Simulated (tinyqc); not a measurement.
Orbital energy against energy difference: ionisation energy by orbital energies and by energy differences in the 6-31g* basis, for H2O, spin multiplicity 1. Computed by the program tinyqc with PySCF. 

Geometry (angstrom):
```
atom,x,y,z
O,0.0000,0.0000,0.0000
H,0.0000,0.7200,0.5420
H,0.0000,-0.7200,0.5420
```

CCSD(T) difference in the same basis = 12.2423 eV

IP-EOM-CCSD = 12.0663 eV

The cation is unrestricted; errors are against CCSD(T) in this basis, not against experiment.

First vertical ionisation energy (eV):
```
method,-e(HOMO),E(cation) - E,error of -e(HOMO),error of the difference
HF,13.648,11.09017,1.406,-1.152
LDA,6.406,12.94466,-5.837,0.702
PBE,6.307,12.58999,-5.935,0.348
B3LYP,8.033,12.63624,-4.209,0.394
PBE0,8.407,12.51977,-3.835,0.278
CAM-B3LYP,9.931,12.63418,-2.311,0.392
LC-wPBE,11.399,12.68184,-0.843,0.440
```

Koopmans errs by +1.41 eV and Delta-HF by -1.15 eV: relaxation, 2.56 eV, lowers the value and the missing correlation difference works against it. The PBE level is off by -5.9 eV through the wrong tail of its potential, though its energy difference is off by +0.35 eV; exact exchange deepens the level, and among the orbital energies LC-wPBE comes closest; among the differences PBE0 does.
